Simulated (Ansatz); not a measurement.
Ansatz (an electronic-structure program) input (wB97M-V/def2-TZVPD):

Ansatz 0.2 input:
```yaml
crystal:
  periodic: [false, false, false]
  atoms:
    - {symbol: N, position_ang: [-0.00830295, -0.00857741, 1.41153999]}
    - {symbol: C, position_ang: [0.00810884, 0.00837688, -1.37854107]}
    - {symbol: C, position_ang: [-0.00946765, 1.13487320, 0.72647824]}
    - {symbol: C, position_ang: [0.00100216, -1.14361852, 0.71269428]}
    - {symbol: C, position_ang: [0.00942122, -1.18916620, -0.67673701]}
    - {symbol: C, position_ang: [-0.00154475, 1.19730303, -0.66229982]}
    - {symbol: H, position_ang: [0.01447612, 0.01495463, -2.46100794]}
    - {symbol: H, position_ang: [-0.01710307, 2.04593336, 1.31559467]}
    - {symbol: H, position_ang: [0.00177208, -2.06177112, 1.29074470]}
    - {symbol: H, position_ang: [0.01679961, -2.14109152, -1.19083558]}
    - {symbol: H, position_ang: [-0.00294306, 2.15540611, -1.16484348]}
basis:
  gaussian:
    orbitals: def2-TZVPD
hamiltonian:
  xc: {name: wB97M-V}
total_charge: 1
magnetization: {spin_polarized: true, initial_magnetization: 1}
```

Output:

```
Functional definition: wB97M-V
integrals: 0.25 GiB planned
1304 factors; their error is unknown
integrals: 0.29 GiB planned
444 factors; integrals over basis functions are off by at most 6.1e-6 eV
mean field: 3.18 GiB planned
mean field evaluation 1: about -6739.4169 eV, gradient 4.0e1 eV
mean field evaluation 2: about -6742.4895 eV, gradient 3.1e1 eV
mean field evaluation 4: about -6746.2343 eV, gradient 1.9e0 eV
mean field evaluation 8: about -6746.2671 eV, gradient 1.0e-1 eV
mean field evaluation 16: about -6746.2228 eV, gradient 2.8e-4 eV
mean field evaluation 32: about -6746.1982 eV, gradient 5.1e-1 eV
mean field -6746.22281987 eV, -247.9191158761 hartree, gradient 2.2e-6 eV, S^2 0.769583; 2 other end points of the search recorded, 0 dependent functions left out
reference -6746.22287115 eV, -247.9191177605 hartree; 21, 20 occupied and 246, 247 virtual orbitals, 1304 factors
Total energy: -6746.22287115 eV, -247.9191177605 hartree
```

This state (charge 1, doublet) is run at the relaxed geometry of the species with charge 0 and multiplicity 1.
